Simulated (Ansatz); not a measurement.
Run this with Ansatz's Python interface and show what comes out.

Script `energy_c2h6o3.py`:
```python
import ansatz as az


def main() -> None:
    geometry_ang = [
        ('O', (-1.3048, 0.3631, 1.4081)),
        ('C', (-0.7916, -0.6882, 0.6968)),
        ('O', (0.5799, -0.5416, 0.5293)),
        ('C', (1.036, 0.4915, -0.3667)),
        ('O', (0.6094, 0.1106, -1.7007)),
        ('H', (-1.6802, 1.0373, 0.7171)),
        ('H', (-0.9341, -1.5801, 1.3032)),
        ('H', (-1.2556, -0.8137, -0.2701)),
        ('H', (0.4826, 1.4451, -0.0613)),
        ('H', (2.0467, 0.6377, -0.2948)),
        ('H', (1.277, -0.5188, -1.9402)),
    ]
    c2h6o3 = az.Crystal.molecule()
    for symbol, xyz in geometry_ang:
        c2h6o3 = c2h6o3.atom(symbol, xyz)

    base = (
        c2h6o3.calculation()
        .basis(gaussian='def2-TZVP')
        .functional('B3LYP')
    )
    outcome = base.run()
    rep = outcome.report

    print('reference energy %16.6f eV' % rep['reference_energy_ev'])
    print('total energy     %16.6f eV' % rep['free_energy_ev'])
    print('occupied (up, down):', rep['n_occupied'], ' virtual:', rep['n_virtual'], ' frozen:', rep['n_frozen'])

    field = rep['mean_field']
    print('<S^2> =', round(abs(field['state']['spin_squared']), 4), ' relativity:', field['relativity'])
    print('passes:', field['passes'])
    if 'symmetry' in field:
        print('occupied orbitals by irrep:', field['symmetry']['occupied'])


if __name__ == '__main__':
    main()
```

`python energy_c2h6o3.py` gives:
```text
reference energy     -8315.541040 eV
total energy         -8315.541040 eV
occupied (up, down): [21, 21]  virtual: [170, 170]  frozen: 0
<S^2> = 0.0  relativity: none
passes: {'evaluations': 15, 'products': 12}
occupied orbitals by irrep: [{'A': 21}, {'A': 21}]
```

Reading the output:
- Total energies depend on the basis set; only differences at equal settings carry meaning.
- The geometry is a force-field or estimated start, not a minimum of this method, and the basis set is short of its limit.
- b3lyp holds the VWN-RPA fit, as in Gaussian; the form of ORCA and Turbomole is b3lyp5.
- Timing: 3 s on 1 thread of Intel(R) Xeon(R) 6975P-C (Granite Rapids), on a shared host, peak memory 0.36 GiB.

(Lines on the test bed's own set-up are left out of the output.)
